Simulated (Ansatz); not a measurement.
Input for Ansatz (development build ahead of 0.2.0):

```yaml
crystal:
  periodic: [false, false, false]
  atoms:
    - { symbol: P, position_ang: [0.0, 0.0, 0.0] }
    - { symbol: C, position_ang: [1.6612, 0.0, 0.6046] }
    - { symbol: C, position_ang: [-0.8306, 1.4386, 0.6046] }
    - { symbol: C, position_ang: [-0.8306, -1.4386, 0.6046] }
basis:
  gaussian: { orbitals: pcseg-2 }
magnetization:
  initial_magnetization: 3
hamiltonian:
  xc: r2scan
```

The input is written out in the form of the current development build from the run's settings.

Output:

```yaml
Converged: yes
Total_energy: -455.08023 hartree
Spin_squared_of_the_determinant: 3.750
Stability_test: minimum among restricted orbitals
```

Caution: other spin multiplicities may lie lower.
